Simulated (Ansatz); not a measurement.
Consider the substitution at a C–C bond: `C=CCC(F)S` + H₂S → `FC(S)S` + `C=CC`.

Isolated molecules relaxed with PBE0-D4/def2-TZVP in Ansatz; ΔE leaves out vibrations. CCSD(T)/CBS adds triple-zeta CCSD(T) − MP2 to the extrapolated MP2 energy (def2 sets, frozen cores). This one scheme is used for every species. Functionals use def2-TZVPP. B3LYP here is the variant with VWN-RPA as its local correlation; programs differ in this. Each species was taken in one conformer, which may not be the lowest.

Question: Is it downhill or uphill in electronic energy at CCSD(T)/CBS, and by how much? (Estimate.)

Answer: Ansatz gave: Uphill: ΔE = +7.5 kcal/mol.

Question: What do these levels give: PBE-D4, B3LYP-D4, B2PLYP, PBE, PBE0, B3LYP, MP2/def2-TZVPP, SCS-MP2/def2-TZVPP, CCSD/def2-TZVPP, MP2/def2-QZVPP, SCS-MP2/def2-QZVPP, HF/CBS(def2)? (An estimate is asked.)

Answer: Computed: PBE-D4 5.4, B3LYP-D4 6.3, B2PLYP 6.2, PBE 4.5, PBE0 5.7, B3LYP 5.0, MP2/def2-TZVPP 8.2, SCS-MP2/def2-TZVPP 7.8, CCSD/def2-TZVPP 8.4, MP2/def2-QZVPP 7.7, SCS-MP2/def2-QZVPP 7.3, HF/CBS(def2) 6.8 kcal/mol.

Largest T1 diagnostic among the species: 0.012.

From PBE to PBE0 (25 % exact exchange), in def2-TZVPP and without D4, ΔE moves by +1.2 kcal/mol. The D4 term adds +1.3 kcal/mol with B3LYP and +0.8 kcal/mol with PBE0; it sums over pairs of atoms, weighted by their polarisabilities, and B3LYP, whose exchange is more repulsive, gets the larger term. In def2-TZVPP, CCSD(T) changes the Hartree–Fock value by +1.4 kcal/mol (the triples alone add −0.1 kcal/mol) and MP2 by +1.3 kcal/mol.
